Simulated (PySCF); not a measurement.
Mapped SMILES: `[SH:1][SiH2:2][Cl:3]`. Hydrogens are named by the atom that carries them.

- B97-2/pcSseg-2 with gauge-including orbitals
- geometry from PBE0-D3(BJ)/def2-TZVP
- run in PySCF
- averaged over atoms made equivalent by symmetry, fast rotation or ring inversion, one conformer, isolated molecule, non-relativistic Hamiltonian

Referencing at the same level of theory: $^{1}$H (σ = 31.64 ppm) and $^{29}$Si (σ = 348.46 ppm) vs TMS; $^{33}$S (σ = 517.10 ppm) vs CS2; $^{35}$Cl (σ = 941.52 ppm) against HCl.

| atoms | nucleus | count | δ (ppm) |
| --- | --- | --- | --- |
| H(Si2) | $^{1}$H | 2 | ? |
| Si2 | $^{29}$Si | 1 | ? |
| H(S1) | $^{1}$H | 1 | 1.16 |
| S1 | $^{33}$S | 1 | -154 |
| Cl3 | $^{35}$Cl | 1 | 38 |

Q: Fill in the missing shifts.

A: 
- H(Si2): 5.71 ppm, hydrogen on a silicon bonded to Cl, S
- Si2: -8.2 ppm, silicon bonded to Cl, S, 2 H

OH/NH shifts are gas-phase values; hydrogen bonding in solution moves them, usually downfield.
